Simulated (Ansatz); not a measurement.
System (SMILES): [NH2] (NH2), doublet.
Atoms: N1, H2, H3. Bonds: N1-H2, N1-H3.

Basis-set convergence of the lowest harmonic wavenumber at B3LYP with Ansatz (a first-principles code). Each level at its own minimum, finite differences of forces, unscaled; the reference is a large set that could be run, not a limit. Cartesian d functions, on some or all atoms, in 6-31G*, 6-31+G*; all else is spherical. The program fits the integrals of some runs and decomposes those of others, by size. Open shells are unrestricted. No added dispersion term, no relativity. Reference: the value in def2-QZVPPD, 1532 cm⁻¹, itself unsure by roughly 2 cm⁻¹ (its mean distance from pcseg-3, def2-QZVPP, cc-pVQZ). Deviations are taken from unrounded values.

| basis | functions | lowest harmonic wavenumber (cm⁻¹) |
|---|---|---|
| 6-31G* | 19 | 1601 |
| 6-31+G* | 23 | 1563 |
| cc-pVDZ | 24 | 1549 |
| aug-cc-pVDZ | 41 | 1516 |
| def2-SVP | 24 | 1532 |
| def2-SVPD | 36 | 1498 |
| pcseg-1 | 24 | 1533 |
| aug-pcseg-1 | 41 | 1522 |
| 6-311G** | 30 | 1535 |
| 6-311+G** | 34 | 1509 |
| def2-TZVP | 43 | 1531 |
| def2-TZVPD | 55 | 1532 |
| cc-pVTZ | 58 | 1542 |
| aug-cc-pVTZ | 92 | 1531 |
| pcseg-2 | 58 | 1526 |
| aug-pcseg-2 | 92 | 1529 |
| def2-TZVPP | 59 | 1536 |
| def2-TZVPPD | 71 | 1534 |
| def2-QZVPP | 117 | 1532 |
| def2-QZVPPD | 129 | 1532 |

What the diffuse functions change, pair by pair:
- 6-31G* to 6-31+G*: 4 more functions, deviation 69 to 31 cm⁻¹
- cc-pVDZ to aug-cc-pVDZ: 17 more functions, deviation 17 to -16 cm⁻¹
- def2-SVP to def2-SVPD: 12 more functions, deviation 0 to -33 cm⁻¹
- pcseg-1 to aug-pcseg-1: 17 more functions, deviation 1 to -10 cm⁻¹
- 6-311G** to 6-311+G**: 4 more functions, deviation 4 to -23 cm⁻¹
- def2-TZVP to def2-TZVPD: 12 more functions, deviation -1 to 0 cm⁻¹
- cc-pVTZ to aug-cc-pVTZ: 34 more functions, deviation 10 to -1 cm⁻¹
- pcseg-2 to aug-pcseg-2: 34 more functions, deviation -5 to -3 cm⁻¹
- def2-TZVPP to def2-TZVPPD: 12 more functions, deviation 4 to 2 cm⁻¹
- def2-QZVPP to def2-QZVPPD: 12 more functions, deviation 0 to 0 cm⁻¹

Leaving out the reference's own pair, they bring the value nearer the reference by more than 2 cm⁻¹ in 3 of 9 pairs.
